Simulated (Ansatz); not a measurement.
A made-up structure of LiMgSiH₃, closed shell:

```
atom    x (Å)    y (Å)    z (Å)
 Li1  -2.8683  -0.5806   0.3683
 Si2  -0.6144  -0.1782  -0.4677
 Mg3   1.4407   0.4009   0.9278
  H4  -0.1181  -1.3525  -1.2828
  H5  -0.6072   0.9225  -1.5060
  H6  -4.0482  -0.9200   1.3786
```

It is relaxed with PBE-D4/def2-SVP and then PBE0-D4/def2-TZVP (Ansatz 0.2.0). Atoms count as bonded within 1.22 times the sum of their covalent radii (H–H: 0.88 Å). The end point is not checked to be a true minimum.

**Question.** Does its bonding change? (Judge from chemistry; the calculation decides.)

**Answer.** Computed: Yes. Formed: Li1–Mg3, Mg3–H6; broken: none.

Where it ends: The first stage lowers the energy by 1.61 eV in 24 steps. It ends as LiMgSiH₃ ([H]1[Li]2[SiH2][Mg]12):
```tsv
atom	x (Å)	y (Å)	z (Å)
Li1	-2.9397	-0.7179	0.1354
Si2	-0.6915	-0.2667	-1.0102
Mg3	-0.7535	-0.0298	1.5217
H4	0.3378	-1.2665	-1.4567
H5	-0.2419	1.0056	-1.6722
H6	-2.5269	-0.4327	1.9001
```

Labels in which every atom is bracketed show which atoms are joined, not bond orders.

For scale, one of the runs: PBE0-D4/def2-TZVP relaxation, 101 basis functions, launched by `ansatz run in.yaml --threads 2 --pin off --events-out ev --progress --plain --max-ram 4352MiB`. The run took about 10 s on 2 CPU threads of an Arm Neoverse V2 (shared host).
